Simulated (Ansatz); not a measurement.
CH$_{7}$NSi, SMILES `C[SiH2]N` at its PBE0-D4/def2-TZVP geometry, where that method's forces vanish. Total charge 0; spin multiplicity 1.

```tsv
atom	x (Å)	y (Å)	z (Å)
C1	1.242	0.004	0.645
Si2	-0.093	-0.228	-0.647
N3	-1.683	0.251	-0.197
H4	2.210	-0.330	0.260
H5	1.022	-0.572	1.547
H6	1.337	1.055	0.929
H7	-0.159	-1.673	-1.000
H8	0.275	0.569	-1.850
H9	-2.223	-0.301	0.448
H10	-1.928	1.225	-0.135
```

(1) For each bond, give half the difference of the two atoms' forces along it (eV/Å; positive pushes the atoms apart) under PBE-D4, r2SCAN-D4, B3LYP-D4, ωB97M-V in def2-TZVPP. (Estimate.)

## Answers

(1) Computed: 
```tsv
bond	length (Å)	PBE-D4	r2SCAN-D4	B3LYP-D4	ωB97M-V
C1–Si2	1.871	-0.05	0.00	0.10	0.03
C1–H4	1.094	0.11	-0.01	-0.04	-0.04
C1–H5	1.093	0.11	-0.01	-0.04	-0.04
C1–H6	1.093	0.11	-0.01	-0.04	-0.04
Si2–N3	1.720	0.08	0.01	0.10	0.12
Si2–H7	1.489	0.06	-0.02	-0.11	-0.14
Si2–H8	1.489	0.06	-0.02	-0.11	-0.14
N3–H9	1.007	0.20	0.02	-0.01	-0.03
N3–H10	1.007	0.20	0.02	-0.01	-0.03
```

B3LYP here is the variant with VWN-RPA as its local correlation; programs differ in this.
